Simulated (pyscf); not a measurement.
Thermochemistry of product channels of PH [triplet] + InH₃ on the triplet surface, in kcal/mol, from ωB97M-D3(BJ)/def2-TZVP energies (ideal gas, 1 atm, RRHO with modes under 100 cm⁻¹ raised to 100, one conformer, R ln 2 for chiral ones without a mode under 150 cm⁻¹). PySCF, gas phase, ωB97X-D3(BJ)/def2-SVP geometries.

```csv
products,ΔE,ΔH(298 K),ΔG(298 K),ΔG(900 K)
PH₃ + InH [triplet],-8.5,-5.3,-5.4,-4.9
:P–InH₂ [triplet] + hydrogen (H₂),-7.7,-7.3,-6.7,-6.5
•HP–InH₂ + H atom (H•),+19.7,+18.3,+18.5,+17.5
[H₂P–InH]• + H atom (H•),+4.7,+4.7,+5.0,+4.4
PH₂• + InH₂•,-6.3,-5.9,-7.5,-10.3
```

These are energies of the channels, which say nothing of barriers. :P–InH₂ [triplet] lies 60.8 kcal/mol over its isomer H₂P–In [singlet] (electronic energy, ωB97M-D3(BJ)/def2-TZVP). InH [triplet] is an excited spin state, 50.6 kcal/mol over the singlet at ωB97X-D3(BJ)/def2-TZVP. The term symbol of open-shell InH was not checked; spin-orbit terms and orbital degeneracy are left out. Elements past Kr carry the def2 core potentials, without spin-orbit coupling.
